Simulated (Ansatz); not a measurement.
For hcp Sc, RPBE in Ansatz (plane waves, PAW) gives:

- equilibrium lattice constant a = 3.358 Å
- lattice parameter c = 5.244 Å
- bulk modulus = 50.5 GPa
- cohesive energy = 3.73 eV/atom

Q: What does r²SCAN in Ansatz (plane waves, PAW) give for the same quantities?

A: 
- lattice constant a: 3.330 Å (drops by 0.8 %)
- lattice parameter c: 5.192 Å (drops by 1.0 %)
- bulk modulus: 54.9 GPa (goes up by 8.7 %)
- cohesive energy: 3.99 eV/atom (grows by 0.26 eV/atom)

For comparison: lattice constant a 3.309 Å (measured, 293 K, not corrected to a static lattice; as tabulated in Wikipedia's data pages); lattice parameter c 5.268 Å (measured, 293 K, not corrected to a static lattice; as tabulated in Wikipedia's data pages); bulk modulus 55.6 GPa (measured, zero-point energy and finite temperature contributions removed, our sources range from 44.5 to 55.6; as tabulated in doi:10.1021/acs.jctc.3c00612); cohesive energy 3.93 eV/atom (measured, static lattice: zero-point vibration energy added; as tabulated in Mejia-Rodriguez and Trickey (2018), arXiv:1807.09216).

Changes are worked out from the printed values.

Unless a cell is named, each level is at its own relaxed cell (RPBE 25.61, r²SCAN 24.93 Å³/atom).

The crystal itself was run without spin with RPBE, r²SCAN; a magnetic state was not tried in these runs.

Ansatz's density-functional and Hartree–Fock values are scalar-relativistic unless marked +SOC, with PAW data made under PBE.

Ansatz is a program for electronic structure.
